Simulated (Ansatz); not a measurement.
Working through a ladder of basis sets of CH4AlB, SMILES [BH]1[CH2][AlH]1

With Ansatz 0.2.0 through its Python package.

Interactive session:
```pycon
>>> import ansatz as az
>>> geometry = (
...     az.Crystal.molecule()
...     .atom("B", (-0.9797, -0.0611, -0.5606))
...     .atom("C", (-0.0372, 0.5573, 0.5557))
...     .atom("Al", (0.9161, -0.7942, -0.2941))
...     .atom("H", (-1.9939, 0.0039, -1.1358))
...     .atom("H", (-0.3821, 0.339, 1.5694))
...     .atom("H", (0.2928, 1.6159, 0.349))
...     .atom("H", (2.2452, -1.7288, -0.5295))
... )
>>> calculation = (
...     geometry.calculation()
...     .correlation("mp2", electrons="valence")
... )
>>> energies = {}
>>> for basis in ["cc-pVDZ", "cc-pVTZ"]:
...     rep = calculation.basis(gaussian=basis).run().report
...     size = rep["n_frozen"] + rep["n_occupied"][0] + rep["n_virtual"][0]
...     energies[basis] = (rep["reference_energy_ev"] / 27.211386246, rep["free_energy_ev"] / 27.211386246)
...     print(f"{basis:14s} {size:4d} orbitals  reference {energies[basis][0]:14.6f} Ha  total {energies[basis][1]:14.6f} Ha")
...
cc-pVDZ          66 orbitals  reference    -306.672891 Ha  total    -306.951846 Ha
cc-pVTZ         150 orbitals  reference    -306.703175 Ha  total    -307.044223 Ha
>>> # two-point extrapolation: the basis-set error of the correlation energy falls as X^-3
>>> small, large = (energies[b][1] - energies[b][0] for b in ("cc-pVDZ", "cc-pVTZ"))
>>> limit = (3 ** 3 * large - 2 ** 3 * small) / (3 ** 3 - 2 ** 3)
>>> print(f"correlation energy: {small:.6f} and {large:.6f} Ha, extrapolated {limit:.6f} Ha")
correlation energy: -0.278955 and -0.341048 Ha, extrapolated -0.367193 Ha
>>> print(f"share caught by the larger set: {100 * large / limit:.1f} %")
share caught by the larger set: 92.9 %
```

Against cc-pVDZ: cc-pVTZ -92.4 mHa. The last step alone is -92.38 mHa. From the first set to the last the time grows from 0.6 to 2.2 s.

Reading the output:
- These settings explore the input space; basis and method may be short of convergence.
- The geometry is a force-field or estimated start, not a minimum of this method, and the last set is no limit. Much of the fall in a total is atomic energy, which cancels in bond and reaction energies.
- Inner cores stay frozen, so this is valence correlation.
- For Al to Cl the sets with a tight d function, cc-pV(X+d)Z, are usual.
- An extrapolation from small basis sets is rough.
- Hardware and time: 3.2 s on 1 thread of Arm Neoverse V1 (shared host), peak memory 0.28 GiB.
